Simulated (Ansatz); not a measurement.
## Ansatz (development build ahead of 0.2.0) run

```yaml
crystal:
  periodic: [false, false, false]
  atoms:
    - { symbol: C, position_ang: [-0.04419, 0.66692, 0.0] }
    - { symbol: O, position_ang: [-0.04419, -0.75602, 0.0] }
    - { symbol: H, position_ang: [-1.09005, 0.97231, 0.0] }
    - { symbol: H, position_ang: [0.88148, -1.04593, 0.0] }
    - { symbol: H, position_ang: [0.43126, 1.07532, 0.87551] }
    - { symbol: H, position_ang: [0.43126, 1.07532, -0.87551] }
basis:
  gaussian: { orbitals: cc-pVTZ }
hamiltonian:
  xc: hf
correlation:
  method: ccsd_t
  frozen_orbitals: { C: 1, H: 0, O: 1 }
```

The input is written out in the form of the current development build from the run's settings.

Results

```
Converged                                                          : yes
Reference energy                                                   : -115.08853 hartree
Correlation energy                                                 : -0.46175 hartree
Total energy                                                       : -115.55028 hartree
Spin squared of the determinant                                    : 0.000
Stability test                                                     : minimum among restricted orbitals
T1 diagnostic                                                      : 0.008
Occupied orbitals by symmetry in an Abelian subgroup (alpha; beta) : 7 A' 2 A''; 7 A' 2 A''
```
